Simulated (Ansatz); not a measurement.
Reaction: CH2F2 (SMILES FCF) → CH2F (SMILES [CH2]F, doublet) + F (doublet) (the C-F bond breaks)
Each species at its own B3LYP-D3(BJ)/def2-TZVP minimum (Ansatz, a first-principles code).

Total energies in hartree (Ansatz). UHF or UKS for unpaired electrons; spin-orbit terms are left out. Correlated methods leave the cores frozen. No relativity.

| species | HF/cc-pVTZ | CCSD(T)/cc-pVTZ | HF/cc-pVQZ | CCSD(T)/cc-pVQZ | CCSDT(Q)/cc-pVTZ |
|---|---|---|---|---|---|
| 1: CH2F2 (SMILES FCF) | -237.99426 | -238.69921 | -238.01390 | -238.77622 | -238.70020 |
| 2: CH2F (SMILES F[CH2], doublet) | -138.46090 | -138.88721 | -138.47244 | -138.93090 | -138.88810 |
| 3: F (doublet) | -99.40552 | -99.62036 | -99.41377 | -99.65026 | -99.62061 |

Task: Work out the bond dissociation energy (electronic) in kcal/mol: take Hartree-Fock from cc-pVQZ, extrapolate the CCSD(T) correlation energy as X^-3 (X = 3, 4), and add CCSDT(Q) - CCSD(T) in cc-pVTZ. 1 hartree = 627.51 kcal/mol.

Result: 
Species 1: correlation (64·(-0.76232) - 27·(-0.70495))/37 = -0.80418; step -0.00099; E1 = -238.01390 + (-0.80418) + (-0.00099) = -238.81907
Species 2: correlation (64·(-0.45846) - 27·(-0.42631))/37 = -0.48192; step -0.00089; E2 = -138.47244 + (-0.48192) + (-0.00089) = -138.95525
Species 3: correlation (64·(-0.23649) - 27·(-0.21484))/37 = -0.25229; step -0.00025; E3 = -99.41377 + (-0.25229) + (-0.00025) = -99.66631
-1·E1 +1·E2 +1·E3 = 0.19751 hartree = 123.9 kcal/mol.
